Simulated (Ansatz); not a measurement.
A nudged elastic band was laid between two geometries of C2H6Si (9 atoms, charge 0, multiplicity 1).

Level of theory: RKS r2SCAN-D4/def2-SVP in Ansatz 0.2.0.

```yaml
movable_images: 6
climbing_image: no
spring: 5.0 eV/Å²
optimiser: quadratic models (default)
start_path: through a guess of the saddle point
force_threshold: 0.05 eV/Å
iteration_limit: 60
end_points: relaxed
```

Image 0:

```xyz
9
Properties=species:S:1:pos:R:3
C -0.529 1.051 -0.809
Si 0.905 -0.201 -0.922
C 0.606 -1.073 0.747
H -1.427 0.479 -1.127
H -0.439 1.903 -1.500
H -0.747 1.418 0.209
H -0.455 -1.166 1.039
H 1.103 -2.051 0.842
H 1.073 -0.406 1.502
```

Image 7:

```xyz
9
Properties=species:S:1:pos:R:3
C -0.667 0.921 -0.864
Si 0.276 -0.728 -1.066
C 0.691 -0.998 0.778
H -1.075 1.317 -1.806
H 0.018 1.684 -0.443
H -1.494 0.826 -0.135
H -0.216 -0.954 1.411
H 1.214 -1.944 0.981
H 1.341 -0.170 1.127
```

Which bonds break or form, and what moves?

No bond is made or broken. The dihedral H5–C1–Si2–C3 goes from 163 to 62°.

What energy profile does the band end with?

It converged. The highest image is number 3 of 0 to 7, 2.0 kJ/mol above the first end and 1.0 kJ/mol above the last; the last end lies 1.0 kJ/mol above the first. No image climbed, so the highest image needn't sit at the top of the path.

```tsv
image	path coordinate (Å)	energy (kJ/mol)	dihedral H5–C1–Si2–C3 (°)
0	0.00	0.0	163
1	0.35	0.5	149
2	0.70	1.6	135
3	1.05	2.0	120
4	1.40	1.4	104
5	1.75	0.8	89
6	2.10	0.8	75
7	2.45	1.0	62
```

What is the geometry of the highest image?


```xyz
9
Properties=species:S:1:pos:R:3
C -0.617 0.987 -0.808
Si 0.558 -0.500 -1.042
C 0.663 -1.068 0.775
H -1.467 0.890 -1.510
H -0.091 1.900 -1.150
H -1.012 1.168 0.206
H -0.339 -1.186 1.228
H 1.244 -1.988 0.938
H 1.149 -0.250 1.344
```

The band took 5 iterations and roughly 2.1 core-minutes.

Time of the run: 2.1 min on 1 thread of Arm Neoverse V1, with other jobs on the host, peak memory 0.15 GiB.
